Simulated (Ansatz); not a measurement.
The input, for Ansatz 0.2.0:

```yaml
crystal:
  periodic: [false, false, false]
  atoms:
    - {symbol: Al, position_ang: [0.000000, 0.000000, 1.730700]}
    - {symbol: O, position_ang: [0.000000, 0.000000, 0.035000]}
    - {symbol: Ga, position_ang: [0.000000, 0.000000, -1.765700]}
basis:
  gaussian: {orbitals: cc-pVTZ}
magnetization: {spin_polarized: false, initial_magnetization: 2}
correlation: {method: ccsdt_q, electrons: outside_noble_gas}
```

```sh
$ ansatz run in.yaml --threads 2 --pin off --events-out ev --progress --plain --max-ram 24576MiB --backend cuda --devices 0, --max-vram 18GiB
```

The program prints:

```
1279 factors; integrals over basis functions are off by at most 1.5e-7 eV
mean field evaluation 1: about -60950.2046 eV, gradient 4.5e1 eV
mean field evaluation 2: about -60950.2142 eV, gradient 4.5e1 eV
mean field evaluation 4: about -60954.6106 eV, gradient 6.2e0 eV
mean field evaluation 8: about -60956.3554 eV, gradient 2.5e0 eV
mean field evaluation 16: about -60956.6782 eV, gradient 6.6e-7 eV
mean field evaluation 32: about -60953.5624 eV, gradient 1.6e-1 eV
mean field evaluation 64: about -60953.6272 eV, gradient 1.3e0 eV
mean field evaluation 96: about -60953.3802 eV, gradient 8.0e-1 eV
mean field evaluation 128: about -60953.5626 eV, gradient 3.3e-2 eV
mean field evaluation 160: about -60956.6815 eV, gradient 2.8e-1 eV
...
cycle  21  -9.37785402 eV  change    2.2e-7 eV  update   1.2e-5
cycle  22  -9.37784414 eV  change    9.9e-6 eV  update   7.5e-6
cycle  23  -9.37784391 eV  change    2.3e-7 eV  update   4.8e-6
cycle  24  -9.37784568 eV  change   -1.8e-6 eV  update   3.8e-6
cycle  25  -9.37784306 eV  change    2.6e-6 eV  update   3.4e-6
cycle  26  -9.37784083 eV  change    2.2e-6 eV  update   2.9e-6
cycle  27  -9.37784111 eV  change   -2.8e-7 eV  update   2.6e-6
cycle  28  -9.37783950 eV  change    1.6e-6 eV  update   2.1e-6
cycle  29  -9.37783674 eV  change    2.8e-6 eV  update   1.5e-6
cycle  30  -9.37783643 eV  change    3.1e-7 eV  update   9.9e-7
perturbative correction -0.02304652 eV, -0.0008469441 hartree
Total energy: -60966.07905926 eV, -2240.4620811351 hartree
```

Ran on 2 threads of AMD EPYC 7R13 with a shared H100 80 GB, shared host: 41 s wall, 1.3 GiB peak host memory.
